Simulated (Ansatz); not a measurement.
System: α-phase B. Method: HSE06 (plane waves, PAW; Ansatz, a first-principles code).

Settings: plane-wave cutoff 460 eV, 6×6×6 k mesh, Fermi–Dirac smearing 0.01 eV, scalar-relativistic PAW data made under PBE.

Computed at the level's own relaxed cell.

Q: Predict the band gap, smallest direct gap on the k points sampled, equilibrium lattice constant a and c axis length.

A: 
- band gap: 2.04 eV (indirect)
- smallest direct gap on the k points sampled: 2.44 eV
- equilibrium lattice constant a: 4.878 Å
- c axis length: 12.495 Å
